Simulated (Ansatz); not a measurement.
Reaction: C3H5N (SMILES C(C)[N+]#[C-]) → C2H5 (SMILES C[CH2], doublet) + CN (SMILES [C-]#[N+], doublet) (the C-N bond breaks)
Each species at its own B3LYP-D3(BJ)/def2-TZVP minimum (Ansatz, a quantum-chemistry and plane-wave program).

Property: bond dissociation energy (electronic), in kJ/mol. Radicals and triplets start from unrestricted determinants; spin-orbit coupling is neglected. CBS(X,Y): correlation extrapolated as X^-3, Hartree-Fock from the larger set (Q,5: extrapolated as (X+1)exp(-9√X)). A bracket is a step between two methods taken in the basis named. The functionals are non-relativistic, so their misses hold any scalar relativity. Double hybrids freeze cores in their MP2 part. '+ core + X2C': CCSD(T) terms for core correlation (cc-pwCVTZ) and scalar relativity (cc-pVTZ-DK). The UHF reference of CN ([C-]#[N+], doublet) is spin-contaminated (<S^2> up to 0.37 over the pure value in the sets run).

CCSD(T)/CBS(cc-pVQZ,cc-pV5Z) + [CCSDT(Q) - CCSD(T)]/cc-pVDZ + core + X2C (Ansatz) gives 430.6 kJ/mol.

Question: How far off this value is PBE/def2-TZVPD (Ansatz), in which direction, and how far these levels: r2SCAN/def2-TZVPD, PBE0/def2-TZVPD, wB97M-V/def2-TZVPD, B2PLYP/def2-TZVPD, CCSD(T)/CBS(cc-pVQZ,cc-pV5Z) + core + X2C?

Answer: PBE gives 423.5 kJ/mol, 7.1 kJ/mol below it. Differences of the others: r2SCAN/def2-TZVPD (Ansatz) -19.3; PBE0/def2-TZVPD (Ansatz) 10.0; wB97M-V/def2-TZVPD (Ansatz) 36.7; B2PLYP/def2-TZVPD (Ansatz) -0.5; CCSD(T)/CBS(cc-pVQZ,cc-pV5Z) + core + X2C (Ansatz) 8.0 kJ/mol.
